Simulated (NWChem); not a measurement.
**C2F3N (cyanotrifluoromethane): levels of theory compared**

Wanted: a comparison of 6 runs (BLYP/cc-pVDZ, SVWN5/cc-pVDZ, TPSS/cc-pVDZ, revPBE/cc-pVDZ, CCSD/cc-pVDZ, CCSD(T)/cc-pVDZ) of C2F3N (cyanotrifluoromethane). 

Program for the calculation: NWChem 7.3.0.

### Step 1. Starting point

C2F3N has 6 atoms, charge 0, and is taken as a singlet. As SMILES, `N#CC(F)(F)F`. The C3–F5 distance was set to 2.387 Å, away from the relaxed value. At this shape a bond of the SMILES string is far longer than usual.

Bond lengths: N1–C2 1.146 Å, C2–C3 1.481 Å, C3–F4 1.326 Å, C3–F6 1.326 Å. Angles: N1–C2–C3 180.0°, C2–C3–F4 110.1°, C2–C3–F6 110.1°, F4–C3–F6 108.8°.

### Step 2. The energy at BLYP/cc-pVDZ (run 1)

File c2f3n.nw:

```
start c2f3n
title "C2F3N energy"
memory total 2200 mb

geometry noautosym nocenter noautoz
 N        0.391786      -2.170216       1.608934
 C       -0.144114      -1.275716       1.133234
 C       -0.836714      -0.119516       0.518234
 F       -1.946314      -0.520916      -0.086866
 F        0.581500       0.927000      -1.091500
 F       -1.155514       0.769684       1.449034
end

basis spherical bse
 * library cc-pVDZ
end

dft
 xc becke88 lyp
 grid xfine
 convergence energy 1e-08
 maxiter 100
 mulliken
 print low
end

task dft energy
```

Command:

```console
nwchem c2f3n.nw > c2f3n.out
```

The program printed:

```text
[...]
 d= 0,ls=0.0,diis     1   -429.7590875264 -6.35D+02  8.21D-02  3.49D+00     1.6
[...]
 d= 0,ls=0.0,diis    17   -430.2868325550 -5.66D-09  5.64D-08  2.67D-11    22.6
         Total DFT energy =     -430.286832554967
      One electron energy =    -1001.159229946289
           Coulomb energy =      414.404158990583
    Exchange-Corr. energy =      -48.858965912994
 Nuclear repulsion energy =      205.327204313733
[...]
      Total Density - Mulliken Population Analysis
     ---------------------------------------------
    Atom       Charge   Shell Charges
 -----------   ------   -------------------------------------------------------
    1 N    7     7.00   2.01  0.85  0.74  2.20  1.15  0.04
    2 C    6     6.01   2.01  0.70  0.35  2.08  0.81  0.06
    3 C    6     5.65   2.01  0.73  0.33  1.83  0.52  0.21
    4 F    9     9.03   2.01  0.91  0.97  3.32  1.80  0.01
    5 F    9     9.28   2.00  0.90  1.08  3.22  2.07  0.00
    6 F    9     9.03   2.01  0.91  0.97  3.32  1.80  0.01
[...]
```

Run time: 23 s. Hardware: 1 thread of AMD EPYC 9R45 (Zen 5), shared host; peak memory 0.13 GiB.

### Step 3. The energy at SVWN5/cc-pVDZ (run 2)

File run.py:

```python
from ase import Atoms
from ase.calculators.nwchem import NWChem

mol = Atoms('NCCFFF', positions=[
    [0.391786, -2.170216, 1.608934],
    [-0.144114, -1.275716, 1.133234],
    [-0.836714, -0.119516, 0.518234],
    [-1.946314, -0.520916, -0.086866],
    [0.581500, 0.927000, -1.091500],
    [-1.155514, 0.769684, 1.449034],
])

calc = NWChem(
    label='run',
    theory='dft',
    memory='2200 mb',
    basis='cc-pVDZ',
    basispar='spherical bse',
    dft={'xc': 'slater vwn_5', 'mult': '1', 'grid': 'xfine', 'convergence': 'energy 1e-08', 'iterations': '100', 'mulliken': None},
    task='energy',
)
mol.calc = calc

print("Total energy (eV):", round(mol.get_potential_energy(), 6))
print("dipole (e A):", mol.get_dipole_moment().round(4))
```

Command:

```console
export ASE_NWCHEM_COMMAND="nwchem PREFIX.nwi > PREFIX.nwo"
python run.py
```

The program printed:

```text
Total energy (eV): -11627.429482
dipole (e A): [-0.5131 -0.1168  0.3622]
```

The calculator wrote run.nwi:

```
title "run"

permanent_dir run

scratch_dir run

start run

geometry units angstrom nocenter noautosym noautoz
  N  3.9178600000000002e-01 -2.1702159999999999e+00 1.6089340000000001e+00
  C  -1.4411399999999999e-01 -1.2757160000000001e+00 1.1332340000000001e+00
  C  -8.3671399999999996e-01 -1.1951600000000000e-01 5.1823399999999997e-01
  F  -1.9463140000000001e+00 -5.2091600000000005e-01 -8.6865999999999999e-02
  F  5.8150000000000002e-01 9.2700000000000005e-01 -1.0914999999999999e+00
  F  -1.1555139999999999e+00 7.6968400000000003e-01 1.4490339999999999e+00
end

memory 2200 mb

basis spherical bse noprint
   * library cc-pVDZ
end

dft
  xc slater vwn_5
  mult 1
  grid xfine
  convergence energy 1e-08
  iterations 100
  mulliken
end

task dft energy
```

run.nwo, shortened:

```text
[...]
      One electron energy =    -1000.695979966983
[... 1 line left out ...]
    Exchange-Corr. energy =      -45.785154081533
[... 6 lines left out ...]
                       DFT Final Molecular Orbital Analysis
[... 605 lines left out ...]
    Atom       Charge   Shell Charges
[...]
```

Wall time 14 s (1 thread of AMD EPYC 9R45 (Zen 5), shared host); peak memory 0.13 GiB.

Runs 3 to 5 aren't shown in full; the table further down has their settings and results.

### Step 4. The energy at CCSD(T)/cc-pVDZ (run 6)

File input.nw:

```
start input
memory stack 880 mb heap 220 mb global 1100 mb
charge 0
geometry noautosym nocenter noautoz
N        0.391786      -2.170216       1.608934
C       -0.144114      -1.275716       1.133234
C       -0.836714      -0.119516       0.518234
F       -1.946314      -0.520916      -0.086866
F        0.581500       0.927000      -1.091500
F       -1.155514       0.769684       1.449034
end
basis spherical bse
N library cc-pVDZ
C library cc-pVDZ
F library cc-pVDZ
end
scf
thresh 1e-08
maxiter 80
end
ccsd
freeze core 6
maxiter 60
end
task ccsd(t) energy
```

Command:

```console
nwchem input.nw > input.out
```

The program printed:

```text
[...]
  functions       =    84
[...]
  wavefunction    = RHF
[...]
         Total SCF energy =   -428.275031025989
      One-electron energy =   -999.794038007227
      Two-electron energy =    366.191802667505
 Nuclear repulsion energy =    205.327204313733
        Time for solution =     15.4s
[...]
 Total MP2 energy:           -429.291970103986046
[...]
             energy      energy      error      ampl     ampl      Block
                                                time     time      time
[...]
 Total CCSD energy:           -429.297403793129604
[...]
 Total CCSD+T(CCSD) energy:           -429.352246948536731
[...]
 Total CCSD(T) energy:                -429.344603284607956
[...]
```

Wall time 2 min (1 thread of AMD EPYC 9R45 (Zen 5), shared host); peak memory 0.29 GiB.

### Step 5. The series

```csv
run,level,integration grid,iteration cap,energy (Eh),wall time
1,BLYP/cc-pVDZ,xfine,100,-430.286833,23 s
2,SVWN5/cc-pVDZ,xfine,100,-427.300156,14 s
3,TPSS/cc-pVDZ,xfine,100,-430.379034,25 s
4,revPBE/cc-pVDZ,xfine,100,-430.210544,23 s
5,CCSD/cc-pVDZ,–,80,-429.297404,98 s
6,CCSD(T)/cc-pVDZ,–,80,-429.344603,2 min
```

### Step 6. Summary of results

```
                                          quantity          value
                               run 6: total energy  -429.34460 Eh
        run 6: HOMO energy (Hartree–Fock orbitals)      -12.73 eV
        run 6: LUMO energy (Hartree–Fock orbitals)       -2.27 eV
      run 6: HOMO–LUMO gap (Hartree–Fock orbitals)       10.46 eV
run 6: correlation energy (6 core orbitals frozen)    -1069.6 mEh
                             run 6: (T) correction     -47.20 mEh
```

**Reading.** Over runs 2, 3, 4 the dipole moment (its size) runs from 3.03 D (TPSS/cc-pVDZ) to 3.07 D (SVWN5/cc-pVDZ). Over runs 2, 3, 4 the HOMO–LUMO gap runs from 0.80 eV (SVWN5/cc-pVDZ) to 1.13 eV (TPSS/cc-pVDZ). Totals of different functionals can't be ranked against each other. In runs 1, 2, 3, 4, 5, 6 a closed-shell determinant meets a far-stretched bond, which it describes badly. All runs together took 5.1 min, the longest 2 min.
